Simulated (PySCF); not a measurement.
# Heteronuclear NMR

Structure with atom numbers: `[N:1]#[C:2][CH:3]=[O:4]`. Hydrogens are named by the atom that carries them.

How the numbers were obtained: shielding tensors at B97-2/pcSseg-2 (GIAO), geometry from PBE0-D3(BJ)/def2-TZVP, in PySCF (no relativistic terms, isolated molecule, single conformer).

Task: Where does $^{15}$N resonate?

Result: 
| atoms | environment | σ (ppm) | δ (ppm) |
| --- | --- | --- | --- |
| N1 | nitrile nitrogen | -47.9 | -105.7 |

Shieldings were converted by a linear fit to measured shifts: $^{15}$N: δ = -149.73 − 0.920σ (rms 6.4 ppm, 44 shifts vs CH3NO2, solution or neat liquid). Occasional misses reach two or three times the rms, and more in compound classes unlike the fitted ones.

On a 300 MHz spectrometer $^{15}$N resonates near 30.4 MHz, so 1 ppm is 30.4 Hz.

Task: Predict the $^{17}$O NMR data.

Result: 
```tsv
atoms	environment	σ (ppm)	δ (ppm)
O4	carbonyl oxygen of an acyl cyanide	-421.3	673.0
```

Shieldings were converted by a linear fit to measured shifts: $^{17}$O (scatter 12.2 ppm rms vs liquid water, solution or neat liquid). A few per cent of atoms miss by over 2 rms, more outside the fitted compound classes.

On a 500 MHz spectrometer $^{17}$O resonates near 67.8 MHz, so 1 ppm is 67.8 Hz.
